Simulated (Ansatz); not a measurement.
System: fluoromethane, CH₃F (charge 0, singlet). 
Geometry from a B3LYP-D3(BJ)/def2-TZVP (Ansatz, a quantum-chemistry and plane-wave program) optimisation:
```
C
F 1 1.3893
H 1 1.0909 2 108.82
H 1 1.0909 3 110.11 2 -119.20
H 1 1.0909 3 110.11 4 -121.60
```

Atomisation energy built up term by term with Ansatz (kcal/mol; UHF references for open shells; valence terms freeze the core; atomic spin-orbit terms are left out). CBS(X,Y): correlation extrapolated as X^-3; Hartree-Fock from the larger set.

```
term                                            basis  kcal/mol
-----------------------  ----------------------------  --------
Hartree-Fock                              def2-QZVPPD    313.22
CCSD correlation         CBS(def2-TZVPPD,def2-QZVPPD)    103.24
(T)                      CBS(def2-TZVPPD,def2-QZVPPD)      5.51
CCSDT - CCSD(T)                               cc-pVDZ      0.04
core correlation                            cc-pwCVTZ      1.15
scalar relativity (X2C)    cc-pVTZ-DK against cc-pVTZ     -0.38
sum: De                                                   422.8
```

(T) makes 1.3 % of the CCSD(T) atomisation energy; under 5 % is typical of single-reference molecules.
